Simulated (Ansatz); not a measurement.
# Structure relaxation of MgWCl4O

All numbers below come from DFT PBE, scalar-relativistic, plane waves, PAW (Ansatz). Cutoff 420 eV, Γ-centred k mesh, Gaussian smearing, collinear spin, first started from parallel moments.

The start is a database structure of MgWCl4O, space group C2 (No. 5).

```
CELL_PARAMETERS angstrom
6.25411 -1.95925 0.00000
6.25411 1.95925 0.00000
-6.24428 0.00000 6.25849
ATOMIC_POSITIONS crystal
Mg 0.31349 0.68651 0.50000
W 0.05887 0.94113 0.00000
Cl 0.36407 0.18207 0.19334
Cl 0.81793 0.63593 0.80666
Cl 0.95183 0.88796 0.64670
Cl 0.11204 0.04817 0.35330
O 0.55904 0.44096 0.00000
```

Steps on the 6×6×4 mesh (7 atoms). 4 of 4 steps are shown, and the free energy counts from the last. Trial steps that were taken back and renewals of the plane-wave basis can be among the rows.

```json
{"step": "1", "ΔF (meV/atom)": "14.3", "V (Å³/atom)": "21.91", "P (GPa)": "-3.09", "largest force component (eV/Å)": "0.439"}
{"step": "2", "ΔF (meV/atom)": "1.3", "V (Å³/atom)": "20.87", "P (GPa)": "1.18", "largest force component (eV/Å)": "0.191"}
{"step": "3", "ΔF (meV/atom)": "-0.3", "V (Å³/atom)": "21.20", "P (GPa)": "-0.07", "largest force component (eV/Å)": "0.022"}
{"step": "4", "ΔF (meV/atom)": "0.0", "V (Å³/atom)": "21.20", "P (GPa)": "-0.10", "largest force component (eV/Å)": "0.022"}
```

The cell was then made exact in the group found at 0.06 Å. A final relaxation ran on a 10×10×10 mesh. The relaxed crystal, I-4 (No. 82):

Space group I-4 (No. 82). a = 8.782 Å, b = 8.782 Å, c = 3.821 Å, α = 90.00°, β = 90.00°, γ = 90.00°
```tsv
atom	site	symmetry	x	y	z
Mg	2c	-4..	0.0000	0.5000	0.2500
W	2b	-4..	0.0000	0.0000	0.5000
Cl	8g	1	0.2313	0.4211	0.9664
O	2a	-4..	0.0000	0.0000	0.0000
```

```json
{
 "Volume per atom": "21.05 Å³",
 "Density": "4.12 g/cm³",
 "Energy over the elements": "-1.35 eV/atom",
 "Gap on the 10×10×10 mesh": "0 eV (a metal)",
 "Net moment per atom": "0.17 μB",
 "Largest site moment": "0.47 μB"
}
```

Formation energies are uncorrected and refer to the elements' standard structures at the same level (Cl₂, O₂ as molecules).

The final run used a 10×10×10 mesh on its 7-atom cell and 0.10 eV smearing. For metals, differences of a few meV/atom aren't resolved. Spin–orbit coupling is left out.

A structure relaxed within its symmetry needn't be a true minimum.

Cost: 3 runs of about 14 core-minutes in all, on Intel Xeon Platinum 8259CL (Skylake/Cascade Lake) (shared hosts).